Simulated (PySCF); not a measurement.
Bonds (- single, = double, # triple, : aromatic): F1-C2 1.350 Å, C2-Cl3 1.777 Å. C2 carries H4, H5.

- GFN2-xTB structure
- NMR shieldings at PBE0/pcSseg-1/GIAO
- run in PySCF
- no relativistic terms, one conformer, in vacuum, fast rotation and ring inversion assumed for equivalent nuclei

References, each an isolated molecule treated in the same way: TMS for ¹³C (σ = 186.93 ppm), ¹H (σ = 31.72 ppm); ¹⁹F (σ = 170.95 ppm) against CFCl3; HCl for ³⁵Cl (σ = 949.78 ppm).

```csv
atoms,nucleus,count,δ (ppm)
F1,¹⁹F,1,?
H4/H5,¹H,2,?
C2,¹³C,1,98.8
Cl3,³⁵Cl,1,193
```

Complete the table.

## Answers


- H4/H5: 6.26 ppm, hydrogen on an sp3 CH2 bonded to Cl and F; its carbon carries Cl and F, hence the downfield position
- F1: -186.5 ppm, fluorine on an sp3 carbon

Carbons that carry Cl, above all several Cl atoms, come out too deshielded, partly because spin–orbit coupling is missing. Shifts are as computed. Against solution values, carbons near 30 ppm lie about +3 ppm off and those near 130 ppm about +5 ppm; carbons on Cl a further +6 ppm. Of 1211 compounds with measured shifts, 218 miss one by over three times the rms of a fit or turn the order of signals round; such compounds aren't used in these exercises. Unscaled 19F shifts against computed CFCl3 carry errors that often reach 10 to 50 ppm.
